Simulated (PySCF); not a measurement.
# How well do the runs reproduce experiment for methylcyclopropane?

**Measured values to compare with.**

From NIST CCCBDB Release 22 (SRD 101), experimental dipoles, for the gas: dipole moment 0.139 D.

How close the calculation comes is told at the end.

Species: methylcyclopropane, C4H8.
SMILES with atom numbers: `[CH3:1][CH:2]1[CH2:3][CH2:4]1` (hydrogens: H5, H6, H7 on C1; H8 on C2; H9, H10 on C3; H11, H12 on C4)

Geometry (GFN2-xTB, Å), atoms numbered from 1 in this order:
```xyz
12
C4H8 angstrom
C      1.4641    0.1247    0.1095
C      0.1213   -0.1937   -0.4971
C     -0.9855   -0.7135    0.3687
C     -1.0614    0.6746   -0.1931
H      2.0794   -0.7721    0.1693
H      1.3434    0.5274    1.1126
H      1.9926    0.8600   -0.4957
H      0.1838   -0.5967   -1.5013
H     -1.6468   -1.4674   -0.0303
H     -0.7939   -0.8211    1.4257
H     -1.7743    0.8737   -0.9787
H     -0.9215    1.5034    0.4844
```

Runs made with PySCF (gas phase, on this GFN2-xTB geometry; no spin–orbit coupling):

```
        level                                                                      job  basis functions  wall time
PBE0/pcSseg-1          shieldings, ring-centre shieldings, charges and field gradients              108      5.1 s
  B3LYP/pcJ-1  spin–spin couplings from 12 perturbed nuclei, spin–dipole term left out              188      9.6 s
```

Hardware: one thread of an Arm Neoverse V2, no GPU, on a shared host.

Results beside the measurements:

**Dipole moment.** Measured: 0.139 D (NIST CCCBDB Release 22 (SRD 101), experimental dipoles).

```tsv
level	computed (D)	computed − measured (D)
PBE0/pcSseg-1	0.147	+0.008
B3LYP/pcJ-1	0.137	-0.002
```

Closest is B3LYP/pcJ-1 (-0.002 D), furthest PBE0/pcSseg-1 (+0.008 D); one molecule doesn't rank methods. The computed dipoles belong to one fixed geometry; measured ones are averaged over vibrations unless marked μe. Magnitudes are compared, not signs.

The geometry is computed, not the measured one. Where a level misses, the cause wasn't examined.
